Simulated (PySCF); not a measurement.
Compound: CH4O.
Atom-mapped SMILES: `[CH3:1][OH:2]` (hydrogens: H3, H4, H5 on C1; H6 on O2)

The same species was optimised twice, with GFN2-xTB and with PBE0-D3(BJ)/def2-SVP (PySCF), and the same property calculations (PySCF, gas phase) were run on both structures.

```json
{"coordinate": "C1–H3 (Å)", "GFN2-xTB": "1.095", "PBE0-D3(BJ)/def2-SVP": "1.108", "change": "+0.013"}
{"coordinate": "C1–H5 (Å)", "GFN2-xTB": "1.095", "PBE0-D3(BJ)/def2-SVP": "1.108", "change": "+0.013"}
{"coordinate": "C1–H4 (Å)", "GFN2-xTB": "1.088", "PBE0-D3(BJ)/def2-SVP": "1.100", "change": "+0.012"}
{"coordinate": "C1–O2 (Å)", "GFN2-xTB": "1.406", "PBE0-D3(BJ)/def2-SVP": "1.397", "change": "-0.009"}
{"coordinate": "O2–H6 (Å)", "GFN2-xTB": "0.963", "PBE0-D3(BJ)/def2-SVP": "0.961", "change": "-0.002"}
{"coordinate": "H3–C1–H4 (°)", "GFN2-xTB": "108.9", "PBE0-D3(BJ)/def2-SVP": "107.2", "change": "-1.7"}
{"coordinate": "H4–C1–H5 (°)", "GFN2-xTB": "108.9", "PBE0-D3(BJ)/def2-SVP": "107.2", "change": "-1.7"}
{"coordinate": "O2–C1–H5 (°)", "GFN2-xTB": "111.7", "PBE0-D3(BJ)/def2-SVP": "113.4", "change": "+1.7"}
{"coordinate": "O2–C1–H3 (°)", "GFN2-xTB": "111.7", "PBE0-D3(BJ)/def2-SVP": "113.3", "change": "+1.6"}
{"coordinate": "H3–C1–H5 (°)", "GFN2-xTB": "109.0", "PBE0-D3(BJ)/def2-SVP": "107.7", "change": "-1.3"}
{"coordinate": "O2–C1–H4 (°)", "GFN2-xTB": "106.5", "PBE0-D3(BJ)/def2-SVP": "107.7", "change": "+1.2"}
{"coordinate": "C1–O2–H6 (°)", "GFN2-xTB": "109.0", "PBE0-D3(BJ)/def2-SVP": "108.2", "change": "-0.8"}
```

Rotational constants: A = 128018, B = 25225, C = 24323 MHz (GFN2-xTB) against A = 127509, B = 25255, C = 24358 MHz (PBE0-D3(BJ)/def2-SVP). Point groups within 0.08 Å: Cs and Cs. Atoms that the bonding makes alike are paired by their places after alignment.

On the GFN2-xTB structure: HOMO (eV) -7.71 [PBE0/pcSseg-1]; LUMO (eV) 1.49 [PBE0/pcSseg-1]; dipole (D) 1.75 [PBE0/pcSseg-1]; GIAO shielding of C1 (ppm) 132.5 [PBE0/pcSseg-1]; GIAO shielding of O2 (ppm) 331.8 [PBE0/pcSseg-1].

Question: What do these properties become on the PBE0-D3(BJ)/def2-SVP structure?

Answer: 
| property | level | on GFN2-xTB | on PBE0-D3(BJ)/def2-SVP | change |
| --- | --- | --- | --- | --- |
| HOMO (eV) | PBE0/pcSseg-1 | -7.71 | -7.75 | -0.04 |
| LUMO (eV) | PBE0/pcSseg-1 | 1.49 | 1.48 | -0.01 |
| dipole (D) | PBE0/pcSseg-1 | 1.75 | 1.73 | -0.02 |
| energy, GFN2-xTB geometry as zero (kcal/mol) | PBE0/pcSseg-1 | 0.0 | 0.0 | 0.0 |
| GIAO shielding of C1 (ppm) | PBE0/pcSseg-1 | 132.5 | 131.9 | -0.6 |
| GIAO shielding of O2 (ppm) | PBE0/pcSseg-1 | 331.8 | 331.6 | -0.2 |

The heavy atoms differ by 0.005 Å rms after alignment. Among all bonds C1–H3, C1–H4 and C1–H5 change most and about equally (+0.012 to +0.013 Å). Changes are differences of the printed values. Neither structure is proved a minimum here.
